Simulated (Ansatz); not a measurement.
## What each rung costs, and what it gives

The pair of SiH₄ (SMILES [SiH4], atoms 1–5) and CH₃F (SMILES CF, atoms 6–10), both closed shells, in one local arrangement (a lower one may exist), relaxed at PBE0-D4/def2-TZVP:

```xyz
10
angstrom
Si -0.1473 0.0550 -1.8907
H 0.9504 -0.7343 -1.2769
H -0.3637 -0.4299 -3.2797
H 0.2114 1.4928 -1.9250
H -1.3983 -0.1450 -1.1165
C 0.1432 -0.0980 1.9358
F 0.2822 0.9955 1.1073
H 1.0030 -0.7575 1.8003
H -0.7764 -0.6263 1.6749
H 0.0954 0.2477 2.9705
```

Interaction energies are counterpoise-corrected; the time is that of the whole pair.

Program: Ansatz 0.2.0. Basis: as named in each row. Cores are frozen in the correlated methods. B3LYP uses VWN-RPA correlation. Extrapolation: Hartree–Fock as exp(−7.88 √X), correlation as X^−2.97.

Times are rough, for one single point on 4 threads of a shared host (Arm Neoverse V1).

The estimate by CCSD(T) at an estimated basis limit (MP2 extrapolated from triple and quadruple zeta, plus CCSD(T) − MP2 in triple zeta) is -6.4 kJ/mol.

```tsv
method	basis	time (s)	interaction energy (kJ/mol)	method less estimate
HF	STO-3G	under 1	2.9	9.3
PBE-D4	STO-3G	under 1	-2.4	3.9
SPW92	def2-SVP	under 1	-9.5	-3.1
B3LYP-D4	6-31G	under 1	-4.8	1.6
PBE0-D4	def2-SVP	under 1	-6.1	0.3
PBE-D4	def2-SVP	under 1	-6.4	0.0
CCSD(T)	def2-SVP	1	-2.1	4.3
PBE-D4	def2-TZVPPD	2	-6.4	-0.1
revPBE-D4	def2-TZVPPD	2	-5.0	1.4
BLYP-D4	def2-TZVPPD	2	-5.0	1.3
wB97M-V	def2-SVP	3	-6.1	0.2
B3LYP-D4	def2-TZVPPD	3	-5.8	0.5
HSE06-D4	def2-TZVPPD	3	-6.0	0.4
PBE0-D4	def2-TZVPPD	3	-6.1	0.3
r2SCAN-D4	def2-TZVPPD	4	-6.6	-0.2
B2PLYP	def2-TZVPPD	6	-2.5	3.9
wB97X-V	def2-TZVPPD	7	-6.7	-0.3
B97M-V	def2-TZVPPD	8	-6.6	-0.3
wB97M-V	def2-TZVPPD	8	-6.7	-0.4
MP2	def2-QZVPPD	21	-5.8	0.6
CCSD(T)	def2-TZVPPD	78	-5.5	0.8
```

No T1 diagnostic of these runs exceeds 0.011.
